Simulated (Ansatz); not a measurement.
**O2 (singlet): the correlation ladder at distance O1–O2 = 2.602 Å, 6-31G**

Aim: climb from Hartree-Fock through coupled cluster and multireference methods for O2 (singlet) at one geometry and basis, and see what each rung misses.

Program: Ansatz 0.2.0, Gaussian basis. Level of theory: 6-31G, core rule «outside noble gas», up to 2 orbitals frozen. These are calculated values, not measurements.

To be run: UHF; CCSD(T) on UHF; CISD; CCSDT(Q) on RHF; CCSDT(Q) on UHF; CISDTQ; CASSCF and MRCISD+Q, 2 electrons in 2 orbitals; CASSCF and NEVPT2, 2 electrons in 2 orbitals; CASSCF and MRCISD+Q, 12 electrons in 8 orbitals; CASSCF and NEVPT2, 12 electrons in 8 orbitals; Full CI; Full CI in the symmetry of the determinant.

43 further runs of the same task are left out: 10 for a known fault of the program, 26 that didn't finish, 7 set aside as unsound or not needed.

### 1 The geometry

The geometry derives from a PBE0/def2-TZVP stationary point (not a proven minimum). One bond is set to the value named and the two fragments are kept rigid.

2 atoms, charge 0, spin multiplicity 1.

Atoms are counted from 1 here; the program's logs count them from 0.

No contacts short enough for the rule that draws bonds.

### 2 UHF

File in.yaml:

```yaml
crystal:
  periodic: [false, false, false]
  atoms:
    - {symbol: O, position_ang: [0.000000, 0.000000, 0.000000]}
    - {symbol: O, position_ang: [0.000000, 0.000000, 2.602000]}
basis:
  gaussian: {orbitals: 6-31G}
magnetization: {spin_polarized: true, initial_magnetization: 0}
hamiltonian: {xc: hf}
output: {orbitals: {seedname: orbitals}}
```

The run is started by

```
> ansatz run in.yaml --threads 1 --pin off --events-out ev --progress --plain --max-ram 2393MiB
```

After this run come: CCSD(T) on UHF; CISD; CCSDT(Q) on RHF; CCSDT(Q) on UHF; CISDTQ; CASSCF and MRCISD+Q, 2 electrons in 2 orbitals; CASSCF and NEVPT2, 2 electrons in 2 orbitals; CASSCF and MRCISD+Q, 12 electrons in 8 orbitals; CASSCF and NEVPT2, 12 electrons in 8 orbitals; Full CI; Full CI in the symmetry of the determinant.

**Question.** What will the summary of the whole plan be? Wanted: FCI from the UHF energy; UMP2 from FCI; UCCSD(T) from FCI; UCCSDT(Q) from FCI; NEVPT2 valence from FCI; MRCISD+Q valence from FCI; effectively unpaired electrons.

**Answer**, as computed:

```
                         quantity                                          value
          FCI from the UHF energy                                     -3.2364 eV
                    UMP2 from FCI                                +11.84 kcal/mol
                UCCSD(T) from FCI                                 +0.95 kcal/mol
               UCCSDT(Q) from FCI                                 +0.32 kcal/mol
          NEVPT2 valence from FCI                                +22.27 kcal/mol
        MRCISD+Q valence from FCI                                 +0.45 kcal/mol
levels within 1 kcal/mol (43 meV)  UCCSD(T), UCCSDT, UCCSDT(Q), MRCISD+Q valence
   effectively unpaired electrons                                           4.19
```

What this shows: UCCSD(T) lands +0.95 kcal/mol from the yardstick (1.3 % of the correlation energy). The occupations show strong static correlation (4.2 unpaired electrons where one determinant has 0). Coupled cluster on one determinant still stays close here. Of the multireference levels listed MRCISD+Q valence comes nearest in total energy (+0.45 kcal/mol), which doesn't show that its space is the better one. The lowest state has another symmetry than the determinant, whose own symmetry lies 0.01 eV higher, so single-reference misses include that gap. These misses are within one basis, not against nature.

Huber and Herzberg's tables give the ground state of this molecule as 3Σg-; the runs here treat another spin state.
